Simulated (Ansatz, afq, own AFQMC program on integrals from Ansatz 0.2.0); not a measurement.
## HCl + NH, triplet in cc-pVTZ along one coordinate

```xyz
4

Cl   -0.8041    0.0197    0.0000
H     0.4747    0.0197    0.0000
N     1.8489    0.0197    0.0000
H     2.1179   -0.9846    0.0000
```

A hydrogen atom is moved from one rigid fragment to the other; the Cl1–H2 distance tells how far. The two fragments are held close together, so this isn't a minimum-energy path and the start is a compressed complex. Energies in eV count from this geometry (1.279 Å) at the same level; the start stands on UHF, each point on the determinant named.

Basis cc-pVTZ. Noble-gas cores (and the filled d shells of Ga–Kr and In–Xe) are frozen. Integrals, coupled cluster, full CI and functionals: Ansatz 0.2.0; the random walks run on the same integrals in our own AFQMC program. ph-AFQMC/CISD is guided by a CISD state made of CCSD amplitudes; releasing the constraint for a short imaginary time cuts its bias at the price of noise, slowly where states lie close. ± is one standard error of the sampling.

Cautions, each for one point or more: lower spins were not checked; the ph-AFQMC/CISD walk drifts between its halves; unrestricted determinant slightly spin contaminated.

| r(Cl1–H2) / Å | det. | T1 | weight | ⟨S²⟩ | B2PLYP | HF | CCSD(T) |
| --- | --- | --- | --- | --- | --- | --- | --- |
| 1.374 | UHF | 0.018 | 0.87 | 2.03 | -0.039 | 0.138 | 0.012 |
| 1.422 | UHF | 0.019 | 0.86 | 2.04 | -0.034 | 0.240 | 0.044 |
| 1.470 | UHF | 0.019 | 0.86 | 2.05 | -0.027 | 0.342 | 0.076 |
| 1.518 | UHF | 0.017 | 0.86 | 2.05 | -0.018 | 0.421 | 0.104 |
| 1.613 | UHF | 0.024 | 0.86 | 2.04 | 0.049 | 0.454 | 0.182 |

**Question.** Estimate the curve of phaseless AFQMC with a CISD trial, counted from the same start.

**Answer.** 
| r(Cl1–H2) / Å | det. | T1 | weight | ⟨S²⟩ | ph-AFQMC/CISD | released AFQMC |
| --- | --- | --- | --- | --- | --- | --- |
| 1.374 | UHF | 0.018 | 0.87 | 2.03 | 0.027 ± 0.008 | – |
| 1.422 | UHF | 0.019 | 0.86 | 2.04 | 0.060 ± 0.008 | 0.042 ± 0.013 |
| 1.470 | UHF | 0.019 | 0.86 | 2.05 | 0.104 ± 0.007 | 0.080 ± 0.011 |
| 1.518 | UHF | 0.017 | 0.86 | 2.05 | 0.133 ± 0.008 | 0.110 ± 0.014 |
| 1.613 | UHF | 0.024 | 0.86 | 2.04 | 0.212 ± 0.007 | – |

Weight is that of the determinant in the CISD state; at the start T1 is 0.014 and the weight 0.87, and ⟨S²⟩ is 2.02. A dash marks a missing value, a released energy that hasn't settled or a functional that sits on another state. Largest departures from phaseless AFQMC with a CISD trial: CCSD(T) -0.030 eV at 1.613 (on UHF), released AFQMC -0.025 eV at 1.470 (on UHF) (within the noise), B2PLYP -0.163 eV at 1.613, HF 0.288 eV at 1.518 (on UHF). The walk's constraint bias lies outside its error bars, so these are departures and not errors. Functionals count only at points shown to share the start's state and spin.

A walk keeps the symmetry of its determinant, which the program's search chose and which needn't be the lowest solution, so a lower state of the same spin and another symmetry isn't excluded. Released energies are given only where the last usable release times agree within the noise; a slower fall can still hide under it.
